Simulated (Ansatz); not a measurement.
## What a trial cell of ZnC₂ relaxes into

Theory: Ansatz 0.2.0, DFT PBE, scalar-relativistic, plane waves, PAW. Cutoff 420 eV, Γ-centred k mesh, Gaussian smearing, no spin polarisation in the final step.

The start puts ZnC₂ on the AlB2 structure type (P6/mmm, No. 191), with Zn in place of Al, C in place of B, at a guessed volume.

```yaml
crystal:
  lattice:
    - [3.08265, 0.00000, 0.00000]
    - [-1.54132, 2.66965, 0.00000]
    - [0.00000, 0.00000, 3.32844]
  atoms:
    - { symbol: Zn, position: [0.00000, 0.00000, 0.00000] }
    - { symbol: C, position: [0.33333, 0.66667, 0.50000] }
    - { symbol: C, position: [0.66667, 0.33333, 0.50000] }
```

Cell and atoms relax at zero pressure; the relaxation can't lower the symmetry of the start. After a coarse first stage the cell is made exact in the group found at 0.06 Å.

The zero of energy is the elements' standard structures at the same level; no fitted shifts are applied.

Task: Describe the relaxed structure.

Result: It keeps P6/mmm (No. 191), but not the shape of the type it started on. Conventional cell: a = 2.482 Å, c = 9.087 Å. Zn is coordinated by 6 Zn at 2.48 Å; C is coordinated by 3 C at 1.43 Å.

```xyz
3
Lattice="2.4824 0.0000 0.0000 -1.2412 2.1499 0.0000 0.0000 0.0000 9.0870" Properties=species:S:1:pos:R:3 pbc="T T T"
Zn    0.0000    0.0000    0.0000
C     0.0000    1.4332    4.5435
C     1.2412    0.7166    4.5435
```

Task: What are its volume, energy, density and gap?

Result: The volume per atom is 16.2 Å³, the density is 3.1 g/cm³ and the energy over the elements is 0.11 eV/atom. The gap on the 24×24×6 mesh is 0 eV (a metal).

The final run used a 24×24×6 mesh on its 3-atom cell and 0.10 eV smearing. The k mesh leaves about 4 meV/atom of noise in metals. Weakly bound directions are ill-defined at this level, which has no dispersion term. A structure relaxed within its symmetry needn't be a true minimum.

Cost: 4 runs of about 3.9 core-minutes in all, on Arm Neoverse V1 (shared hosts).